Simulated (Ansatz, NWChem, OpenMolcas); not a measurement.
**How basis sets differ on SO (sulfur oxide)**

The species is SO (2 atoms), meant as a triplet with charge 0. As SMILES, `O=S`. The bond length is the measured one.

```
atom   x (Å)   y (Å)   z (Å)
   O  0.0000  0.0000  0.0000
   S  0.0000  0.0000  1.4811
```

Quantity: the dipole moment, in D. The values are calculated.

```json
{"level": "UPBE0/MINI", "kind": "global hybrid", "program": "NWChem", "value (D)": "0.81"}
{"level": "UPBE0/STO-3G", "kind": "global hybrid", "program": "Ansatz", "value (D)": "0.70"}
{"level": "UPBE0/SBKJC-VDZ (core potential)", "kind": "global hybrid", "program": "NWChem", "value (D)": "1.71"}
{"level": "UPBE0/LANL2DZ (core potential)", "kind": "global hybrid", "program": "NWChem", "value (D)": "1.87"}
{"level": "UPBE0/DGauss-DZVP", "kind": "global hybrid", "program": "NWChem", "value (D)": "1.72"}
{"level": "UPBE0/MIDI!", "kind": "global hybrid", "program": "NWChem", "value (D)": "0.86"}
{"level": "UPBE0/def2-SVP", "kind": "global hybrid", "program": "NWChem", "value (D)": "1.64"}
{"level": "UPBE0/6-31+G* (spherical functions)", "kind": "global hybrid", "program": "Ansatz", "value (D)": "1.72"}
{"level": "UPBE0/def2-TZVPPD", "kind": "global hybrid", "program": "OpenMolcas", "value (D)": "1.50"}
```

The values span 0.70 to 1.87 D. Magnitudes only: a small dipole may point the other way at some levels. Sets without polarisation functions give poor dipoles.
